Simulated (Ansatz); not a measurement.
System: hcp Cd. Method: PBE (Ansatz, a quantum-chemistry and plane-wave program, plane waves, PAW).

Run with plane-wave cutoff 520 eV, 24×24×10 k mesh (along the axes of the cell as run), Fermi–Dirac smearing 0.05 eV, scalar-relativistic PAW data made under PBE.

Computed at the level's own relaxed cell.

Problem. Predict the equilibrium volume per atom, bulk modulus, lattice constant a and c axis length.

Solution. 
- equilibrium volume per atom: 22.89 Å³/atom
- bulk modulus: 38.4 GPa
- lattice constant a: 3.019 Å
- c axis length: 5.800 Å

The run finds no gap.

Measured, for comparison: bulk modulus 53.8 GPa (zero-point energy and finite temperature contributions removed, our sources range from 50.7 to 53.8; as tabulated in doi:10.1021/acs.jctc.3c00612); lattice constant a 2.979 Å, lattice parameter c 5.617 Å (293 K, not corrected to a static lattice; as tabulated in Wikipedia's data pages). Computed (rounded) less measured: bulk modulus -29 % (-24 % to -29 % over the range), lattice constant a +1.3 %, lattice parameter c +3.3 %.

Note: the bulk modulus comes from volumes at which shape and atoms were relaxed.

The computed numbers hold no vibrational or temperature effects.
